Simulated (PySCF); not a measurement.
**Ionisation energy of C by level of theory**

C [He] 2s2 2p2 (3P) → C⁺ [He] 2s2 2p1 (2P), as a difference of total energies. All numbers are calculated (PySCF 2.14, the spin-free X2C one-electron Hamiltonian (Gaussian nucleus), in jorge-DZP-DKH). Correlated levels: valence: 1s2 frozen. The calculations carry no spin-orbit coupling.

```tsv
method	ionisation energy (eV)	error (eV)
UHF	10.813	-0.449
M06-L	11.446	+0.184
BP86	11.578	+0.316
MP2 (valence)	11.079	-0.183
SCS-MP2 (valence)	10.975	-0.287
CCSD (valence)	10.952	-0.310
CCSD(T) (valence)	10.960	-0.302
```

Reference: 11.262 eV (measured; NIST levels, between the centres of gravity of the two terms).

Errors of the correlated levels include the incompleteness of this basis and the frozen core.
